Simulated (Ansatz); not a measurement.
Basis-set extrapolation for C$_{4}$H$_{7}$N, SMILES `CC=C=CN` (PBE0-D4/def2-TZVP geometry, frozen core, Ansatz). Multiplicity 1, RHF reference.

|  | def2-TZVPP | def2-QZVPP |
| --- | --- | --- |
| HF | -210.011730 | -210.021374 |
| MP2 correlation | -0.859493 | -0.915765 |
| CCSD(T) correlation | -0.938351 | not run |

Energies in hartree. Use E(X) = E(∞) + A·exp(−7.88·√X) for Hartree–Fock and E(X) = E(∞) + B·X^(−2.97) for correlation, with X = 3 and 4, and add CCSD(T) minus MP2 of the smaller set to the MP2 limit.

**Question.** What is the CCSD(T) energy at the basis-set limit?

**Answer.** HF limit: -210.021374 + (-0.009644) × 0.13774 = -210.02270. MP2 limit: -0.915765 + (-0.056272) × 0.74074 = -0.95745. Higher-order term: -0.938351 − (-0.859493) = -0.07886. Total: -211.05901 hartree, 68.4 kcal/mol below CCSD(T)/def2-TZVPP.
